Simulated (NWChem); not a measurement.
**C2H3F3 (1,1,1-trifluoroethane): levels of theory compared**

Wanted: a comparison of 6 runs (HF/STO-3G, HF/3-21G, HF/cc-pVDZ, B3LYP/6-31G*, M06-2X/6-31G**, CCSD(T)/cc-pVDZ) of C2H3F3 (1,1,1-trifluoroethane). 

The results are computed with NWChem 7.3.0.

### Step 1. Starting point

The species is C2H3F3 (8 atoms), meant as a singlet with charge 0. As SMILES, `CC(F)(F)F`. The coordinates come from a PBE0-D4/def2-TZVP relaxation.

Bond lengths: C1–C2 1.497 Å, C2–F3 1.341 Å, C2–F4 1.341 Å, C2–F5 1.341 Å, C1–H6 1.089 Å, C1–H7 1.089 Å, C1–H8 1.089 Å. Some angles: C1–C2–F3 111.8°, C1–C2–F4 111.8°, C1–C2–F5 111.8°, F3–C2–F4 107.1°, F3–C2–F5 107.1°, F4–C2–F5 107.1°, C2–C1–H6 109.3°, C2–C1–H7 109.3°, C2–C1–H8 109.3°, H6–C1–H7 109.7°.

### Step 2. Energy and gradient at HF/STO-3G (run 1)

The input, run.xyz:

```xyz
8
C2H3F3
C     -0.615400    -0.141500     0.471500
C      0.557600     0.109900    -0.423700
F      1.692800    -0.382000     0.093900
F      0.395200    -0.458200    -1.627700
F      0.754200     1.420300    -0.629900
H     -0.441600     0.335800     1.434900
H     -0.738000    -1.214600     0.611200
H     -1.512600     0.273100     0.014000
```

The input, run.py:

```python
from ase.io import read
from ase.calculators.nwchem import NWChem

system = read('run.xyz')

calc = NWChem(
    label='run',
    theory='scf',
    memory='2200 mb',
    basis='STO-3G',
    basispar='spherical bse',
    scf={'nopen': '0', 'rhf': None, 'thresh': '1e-08', 'maxiter': '80'},
)
system.calc = calc

forces = system.get_forces()
print("Total energy (eV):", round(system.get_potential_energy(), 6))
print("forces (eV/A):")
for s, f in zip(system.symbols, forces):
    print(f"{s:2s} {f[0]:10.5f} {f[1]:10.5f} {f[2]:10.5f}")
print("dipole (e A):", system.get_dipole_moment().round(4))
```

Started as:

```bash
$ export ASE_NWCHEM_COMMAND="nwchem PREFIX.nwi > PREFIX.nwo"
$ python run.py
```

Standard output:

```text
Total energy (eV): -10086.8349
forces (eV/A):
C    -2.09740   -0.44717    1.60041
C     0.47704    0.09580   -0.36787
F     1.95856   -0.94072    1.06644
F    -0.44218   -1.08022   -2.11628
F     0.22225    2.39961   -0.27362
H    -0.13997   -0.12737   -0.13447
H    -0.07451    0.21330    0.04721
H     0.09621   -0.11323    0.17823
dipole (e A): [-0.2573 -0.0551  0.1964]
```

The calculator wrote run.nwi:

```
title "run"

permanent_dir run

scratch_dir run

start run

geometry units angstrom nocenter noautosym noautoz
  C  -6.1539999999999995e-01 -1.4149999999999999e-01 4.7149999999999997e-01
  C  5.5759999999999998e-01 1.0990000000000000e-01 -4.2370000000000002e-01
  F  1.6928000000000001e+00 -3.8200000000000001e-01 9.3899999999999997e-02
  F  3.9520000000000000e-01 -4.5820000000000000e-01 -1.6276999999999999e+00
  F  7.5419999999999998e-01 1.4202999999999999e+00 -6.2990000000000002e-01
  H  -4.4159999999999999e-01 3.3579999999999999e-01 1.4349000000000001e+00
  H  -7.3799999999999999e-01 -1.2145999999999999e+00 6.1119999999999997e-01
  H  -1.5125999999999999e+00 2.7310000000000001e-01 1.4000000000000000e-02
end

memory 2200 mb

basis spherical bse noprint
   * library STO-3G
end

scf
  nopen 0
  rhf
  thresh 1e-08
  maxiter 80
end

task scf gradient
```

run.nwo, cut to the lines that bear on the results:

```text
[...]
      One-electron energy =   -920.520362762180
[... 1 line left out ...]
 Nuclear repulsion energy =    202.116407627676
[... 36 lines left out ...]
                       ROHF Final Molecular Orbital Analysis
[... 193 lines left out ...]
     1   1 0 0     -0.486225      0.000000     42.595936
[...]
  wavefunction    =   RHF
                         RHF ENERGY GRADIENTS
    atom               coordinates                        gradient
                 x          y          z           x          y          z
   1 C      -1.162937  -0.267396   0.891006    0.040788   0.008696  -0.031123
   2 C       1.053711   0.207681  -0.800677   -0.009277  -0.001863   0.007154
   3 F       3.198928  -0.721875   0.177445   -0.038088   0.018294  -0.020739
[... 4 lines of this table left out ...]
   8 H      -2.858400   0.516084   0.026456   -0.001871   0.002202  -0.003466
[...]
```

It took 2.9 s on 1 thread of Intel Xeon Platinum 8488C (Sapphire Rapids), shared host; peak memory 0.097 GiB.

### Step 3. Energy and forces at HF/3-21G (run 2)

The input, struct.nw:

```
start struct
title "C2H3F3"
memory total 2200 mb
charge 0

geometry units angstrom noautosym nocenter noautoz
  C       -0.615400      -0.141500       0.471500
  C        0.557600       0.109900      -0.423700
  F        1.692800      -0.382000       0.093900
  F        0.395200      -0.458200      -1.627700
  F        0.754200       1.420300      -0.629900
  H       -0.441600       0.335800       1.434900
  H       -0.738000      -1.214600       0.611200
  H       -1.512600       0.273100       0.014000
end

basis spherical bse
  * library 3-21G
end

scf
  singlet
  rhf
  thresh 1e-08
  maxiter 80
  noprint "final vectors analysis"
end

task scf gradient
```

Started as:

```bash
$ nwchem struct.nw > struct.out
```

Standard output:

```text
[...]
  functions       =    51
[...]
  wavefunction    = RHF
[...]
         Total SCF energy =   -373.789165162451
      One-electron energy =   -920.618468726850
      Two-electron energy =    344.712895936723
 Nuclear repulsion energy =    202.116407627676
        Time for solution =      1.7s
[...]
                         RHF ENERGY GRADIENTS
    atom               coordinates                        gradient
                 x          y          z           x          y          z
   1 C      -1.162937  -0.267396   0.891006    0.002214   0.000442  -0.001686
   2 C       1.053711   0.207681  -0.800677    0.009569   0.002146  -0.007244
   3 F       3.198928  -0.721875   0.177445   -0.009597   0.005089  -0.006130
   4 F       0.746820  -0.865872  -3.075907    0.003009   0.005809   0.010560
   5 F       1.425231   2.683978  -1.190338   -0.000483  -0.012503   0.000914
   6 H      -0.834503   0.634570   2.711568    0.001595   0.003401   0.006385
   7 H      -1.394618  -2.295261   1.155001   -0.000465  -0.007345   0.000668
   8 H      -2.858400   0.516084   0.026456   -0.005841   0.002961  -0.003468
[...]
```

It took 2.7 s on 1 thread of Intel Xeon Platinum 8488C (Sapphire Rapids), shared host; peak memory 0.094 GiB.

Runs 3 to 5 aren't shown in full; the table further down has their settings and results.

### Step 4. A single-point energy at CCSD(T)/cc-pVDZ (run 6)

The input, c2h3f3.nw:

```
start c2h3f3
title "C2H3F3 energy"
memory stack 880 mb heap 220 mb global 1100 mb

geometry noautosym nocenter noautoz
  C    -0.615400   -0.141500    0.471500
  C     0.557600    0.109900   -0.423700
  F     1.692800   -0.382000    0.093900
  F     0.395200   -0.458200   -1.627700
  F     0.754200    1.420300   -0.629900
  H    -0.441600    0.335800    1.434900
  H    -0.738000   -1.214600    0.611200
  H    -1.512600    0.273100    0.014000
end

basis spherical bse
  * library cc-pVDZ
end

scf
  thresh 1e-08
  maxiter 80
  print low
end

ccsd
  freeze core 5
  maxiter 60
end

task ccsd(t) energy
```

Started as:

```bash
$ nwchem c2h3f3.nw > c2h3f3.out
```

Standard output:

```text
[...]
  functions       =    85
[...]
  wavefunction    = RHF
[...]
         Total SCF energy =   -375.840220890487
      One-electron energy =   -923.461394502492
      Two-electron energy =    345.504765984329
 Nuclear repulsion energy =    202.116407627676
        Time for solution =     16.6s
[...]
 Total MP2 energy:           -376.670988675827289
[...]
             energy      energy      error      ampl     ampl      Block
                                                time     time      time
[...]
 Total CCSD energy:           -376.697974367784695
[...]
 Total CCSD+T(CCSD) energy:           -376.717631924881346
[...]
 Total CCSD(T) energy:                -376.716037358607537
[...]
```

Wall time 2.5 min (1 thread of Intel Xeon Platinum 8488C (Sapphire Rapids), shared host); peak memory 0.27 GiB.

### Step 5. All runs side by side

```csv
run,level,iteration cap,module,energy (Eh),dipole moment (D),largest force (eV/Å),wall time
1,HF/STO-3G,80,scf,-370.684348,1.58,2.676,2.9 s
2,HF/3-21G,80,scf,-373.789165,2.69,0.645,2.7 s
3,HF/cc-pVDZ,80,scf,-375.840221,2.52,0.907,21 s
4,B3LYP/6-31G* (spherical functions),100,dft,-377.550556,2.01,0.580,32 s
5,M06-2X/6-31G** (spherical functions),100,dft,-377.420727,2.15,0.201,43 s
6,CCSD(T)/cc-pVDZ,80,ccsd(t),-376.716037,–,–,2.5 min
```

### Step 6. Results

| quantity | value |
| --- | --- |
| run 6: total energy | -376.71604 Eh |
| run 6: correlation energy (5 core orbitals frozen) | -875.8 mEh |
| run 6: (T) correction | -18.06 mEh |

What this shows: Over runs 1, 2, 3, 4, 5 the dipole moment (its size) runs from 1.58 D (HF/STO-3G) to 2.69 D (HF/3-21G). Over runs 1, 4, 5 the HOMO–LUMO gap runs from 13.09 eV (B3LYP/6-31G*) to 26.42 eV (HF/STO-3G). The two ends differ in method and basis. Totals of different functionals can't be ranked against each other. In run 1 the basis is minimal, so the values are rough. All runs together took 4.2 min, the longest 2.5 min.
